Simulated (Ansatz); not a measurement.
C$_{3}$H$_{6}$O, SMILES `C1COC1`, relaxed with RKS PBE-D4/def2-SVP in the Gaussian-basis code of Ansatz from a rough embedded geometry. The force threshold is 0.03 eV/Å; the program also tests the step.

Total charge 0; spin multiplicity 1.

Start:

```xyz
10

C    -0.419   -0.584    0.141
C    -0.589    0.643   -0.663
O     0.678    1.099   -0.223
C     0.994   -0.089    0.550
H    -1.159   -0.699    1.012
H    -0.460   -1.575   -0.411
H    -0.590    0.508   -1.741
H    -1.348    1.324   -0.325
H     1.792   -0.712    0.093
H     1.101    0.084    1.566
```

(1) How much energy does the relaxation release, and in how many steps? (An estimate is asked.)

(2) Which bonds change most? (An estimate is asked.)

(3) Give the relaxed structure. (Estimate.)

Results:

(1) The calculation gave: 40.41 kJ/mol, in 4 steps.

(2) Computed: C4–H10 from 1.036 to 1.114 Å; C1–C2 from 1.477 to 1.542 Å; C1–H5 from 1.148 to 1.107 Å; C2–H8 from 1.074 to 1.114 Å.

(3) Ansatz gave: 
```xyz
10

C    -0.447   -0.641    0.163
C    -0.567    0.659   -0.658
O     0.733    1.113   -0.227
C     0.953   -0.101    0.520
H    -1.149   -0.724    1.015
H    -0.470   -1.584   -0.416
H    -0.622    0.522   -1.763
H    -1.381    1.356   -0.354
H     1.809   -0.694    0.120
H     1.142    0.094    1.600
```
